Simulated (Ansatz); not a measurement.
```yaml
crystal:
  periodic: [false, false, false]
  atoms:
    - {symbol: Nb, position_ang: [0.000000, 0.000000, 0.000000]}
    - {symbol: Cl, position_ang: [0.000000, 0.000000, 2.470000]}
basis:
  gaussian: {orbitals: def2-TZVP}
magnetization: {spin_polarized: true, initial_magnetization: 4}
hamiltonian: {xc: pbe0}
relax: {f_tol: 0.004, max_steps: 80}
```

```sh
$ ansatz run in.yaml --threads 1 --pin off --events-out ev --progress --plain --max-ram 2176MiB
```

Steps of the relaxation (energy above the last step; positions in Å, forces in eV/Å):

```
2
step 1, 190.5 meV
Nb    0.000    0.000    0.000    0.000    0.000    1.823
Cl    0.000    0.000    2.470    0.000    0.000   -1.823
```

```
2
step 2, 57.7 meV
Nb    0.000    0.000    0.133    0.000    0.000   -1.469
Cl    0.000    0.000    2.337    0.000    0.000    1.469
```

```
2
step 3, 0.0 meV
Nb    0.000    0.000    0.092    0.000    0.000   -0.010
Cl    0.000    0.000    2.378    0.000    0.000    0.010
```

```
2
step 4, 0.0 meV
Nb    0.000    0.000    0.092    0.000    0.000   -0.001
Cl    0.000    0.000    2.378    0.000    0.000    0.001
```

Close pairs at the end: Nb1–Cl2 2.287 Å.

A stationary point of unrestricted PBE0 after 4 steps, with ⟨S²⟩ = 6.011 against 6.00 for a pure state. 29 s on 1 thread of Intel Xeon Platinum 8488C, shared host.
